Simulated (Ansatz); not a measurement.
Cartesian coordinates in Å:
```
C 0.562 1.198 0.486
O 0.503 0.102 -0.421
C -0.542 -0.743 -0.260
O -0.470 -1.748 -1.153
F -0.567 -1.225 1.014
F -1.724 -0.123 -0.420
H -0.341 1.806 0.413
H 1.424 1.787 0.182
H 0.695 0.847 1.511
H 0.460 -1.900 -1.352
```

Charge 0, multiplicity 1.

Q: List the PBE0/def2-TZVPP orbital energies in eV (Ansatz). (Estimate.)

A: Computed: Occupied: -674.56, -674.38, -524.03, -523.85, -285.22, -279.87, -35.99, -33.80, -31.01, -29.70, -20.96, -18.93, -16.96, -16.39, -16.10, -13.66, -13.49, -12.93, -12.25, -12.10, -11.65, -11.47, -10.45, -9.98, -9.13. Lowest empty: 1.12, 1.71, 2.63, 3.08, 3.24, 4.68, 5.45, 5.47.
